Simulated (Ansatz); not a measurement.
A basis-limit estimate, worked out

An elementary step of C2H4F, doublet (C₂H₃F (C=CF) + H → C₂H₄F ([CH3][CH][F]); bonds formed: C1–H4). “Start” is the structure reached by relaxing down from the saddle towards the reactants; PBE0-D4/def2-TZVP structures. The saddle:

```
7
angstrom
C 0.1845 -0.3643 0.4301
C -0.0054 -0.0837 -0.8506
F 0.8444 0.6779 -1.5403
H -0.7385 1.2347 1.5249
H -0.5119 -1.0183 0.9354
H 1.0793 -0.0468 0.9491
H -0.8525 -0.3996 -1.4485
```

Ansatz 0.2.0; basis: def2-TZVPP and def2-QZVPP; cores frozen in the correlated methods; orbitals are unrestricted.

Energies in eV:

| quantity | saddle | start |
| --- | --- | --- |
| Hartree–Fock, triple zeta (X = 3) | -4828.82173 | -4828.98983 |
| Hartree–Fock, quadruple zeta (X = 4) | -4829.04541 | -4829.21325 |
| MP2 correlation, X = 3 | -15.42378 | -15.57909 |
| MP2 correlation, X = 4 | -16.66022 | -16.81132 |
| CCSD(T) correlation, X = 3 | -16.79154 | -16.72496 |

(1) Work out the barrier at the basis limit: extrapolate Hartree–Fock as E(X) = E∞ + A exp(−7.88 √X) and the MP2 correlation as E(X) = E∞ + B X^−2.97 (the exponents that Neese and Valeev fitted for def2-TZVPP and QZVPP), then add CCSD(T) − MP2 in triple zeta.

The T1 diagnostic stays at or below 0.029. ⟨S²⟩ of the unrestricted Hartree–Fock references: 0.75 to 0.89 (a pure state has 0.75). The unrestricted reference is spin-contaminated, which hurts MP2 most.

Answers

(1) Each step is linear, so take the differences first (saddle − start): Hartree–Fock 0.16810 (X = 3) and 0.16784 (X = 4); MP2 correlation 0.15531 and 0.15110; CCSD(T) correlation -0.06658.
Two points give E∞ = E(4) + w [E(4) − E(3)], with w = 1/(exp(7.88 (2 − √3)) − 1) = 0.1377 for Hartree–Fock and w = 1/((4/3)^2.97 − 1) = 0.7407 for the correlation.
Hartree–Fock: 0.16784 + 0.1377 × (-0.00026) = 0.1678 eV.
MP2 correlation: 0.15110 + 0.7407 × (-0.00421) = 0.1480 eV.
CCSD(T) − MP2: -0.06658 − 0.15531 = -0.2219 eV.
Sum: 0.1678 + 0.1480 + (-0.2219) = 0.0939 eV, or 2.17 kcal/mol. Plain CCSD(T) in triple zeta gives 0.1015 eV, so the larger basis shifts the result by -0.0076 eV.

Labels in which every atom is bracketed show which atoms are joined, not bond orders.

For scale, one of the runs: CCSD(T)/def2-TZVPP, 149 basis functions, launched by `ansatz run in.yaml --threads 2 --pin off --events-out ev --progress --plain --max-ram 4352MiB`. Hardware: 2 CPU threads of an Arm Neoverse V2, shared host. Wall time 70 s; peak host memory 2.4 GiB.
